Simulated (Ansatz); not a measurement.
Process, species as SMILES: S (H2S) → H2S+ (doublet, bonded as S) + e-
B3LYP-D3(BJ)/def2-TZVP geometries, fixed; electronic energies without zero-point terms.
Largest species:
```
S
H 1 1.3426
H 1 1.3426 2 92.55
```
Charge 0, spin multiplicity 1.

The adiabatic ionisation energy at MP2 with Ansatz (a program for electronic structure), in eV, split into its Hartree-Fock and correlation parts. Cores are frozen. Open shells are unrestricted. No added dispersion term, no relativity. Functions are those of the species that has most.

| basis | X | functions | Hartree-Fock | MP2 |
|---|---|---|---|---|
| cc-pV(D+d)Z | 2 | 33 | 9.200 | 9.993 |
| cc-pV(T+d)Z | 3 | 67 | 9.203 | 10.321 |
| cc-pV(Q+d)Z | 4 | 124 | 9.208 | 10.433 |
| cc-pV(5+d)Z | 5 | 210 | 9.209 | 10.476 |

Worked estimate of the basis-set limit from each neighbouring pair, with Hartree-Fock from the larger set and the correlation part extrapolated as X^-3.
Correlation parts: X = 2: 0.793, X = 3: 1.118, X = 4: 1.225, X = 5: 1.267.
- (2,3): (27·(1.118) - 8·(0.793))/19 = 1.255; with Hartree-Fock 9.203 the estimate is 10.458 eV.
- (3,4): (64·(1.225) - 27·(1.118))/37 = 1.303; with Hartree-Fock 9.208 the estimate is 10.511 eV.
- (4,5): (125·(1.267) - 64·(1.225))/61 = 1.311; with Hartree-Fock 9.209 the estimate is 10.520 eV.
The last two estimates differ by 0.009 eV; the largest set lies 0.044 from the last. Over the last step Hartree-Fock moves by 0.001 and the correlation part by 0.042.
